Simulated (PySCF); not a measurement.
## Exercise with solution: entropy of an ideal gas

SiH4, SMILES [SiH4].

Geometry: PBE-D3(BJ)/def2-TZVPD. The isomer is the one that the SMILES or the coordinates give; other isomers of the formula were not compared.

PBE-D3(BJ)/def2-TZVPD (PySCF) gives the harmonic wavenumbers 870, 870, 870, 939, 939, 2171, 2185, 2185, 2185 cm⁻¹ and the rotational temperatures 4.0455, 4.0455, 4.0455 K. The molar mass is 32.12 g/mol, the symmetry number 12, the spin multiplicity 1.

Question: Work out the entropy at 298.15 K and 1 atm in the rigid-rotor, harmonic-oscillator model.

Answer: 
Translation (Sackur–Tetrode at 1 atm): S = R[1.5 ln M + 2.5 ln T − 1.16487] = 152.0 J/(mol K).
Rotation: q = (√π/σ) T^1.5/√(θA θB θC) = 93.5, S = R[ln q + 3/2] = 50.2 J/(mol K).
Vibration: with u = 1.4388 ν/T, each mode gives R[u/(e^u − 1) − ln(1 − e^−u)]:
```json
[
 {"ν (cm⁻¹)": "870", "modes": "3", "u": "4.20", "S (J/(mol K))": "1.97"},
 {"ν (cm⁻¹)": "939", "modes": "2", "u": "4.53", "S (J/(mol K))": "1.00"}
]
```
The stiffer modes add less than 0.005 each. Sum 3.0 J/(mol K).
Spin: R ln 1 = 0.0 J/(mol K).
Total 205.2 J/(mol K); the program's own thermochemistry gives 205.2. Translation makes up 74 % and vibration 1 %. Anharmonicity, hindered rotation and orbital degeneracy are left out.
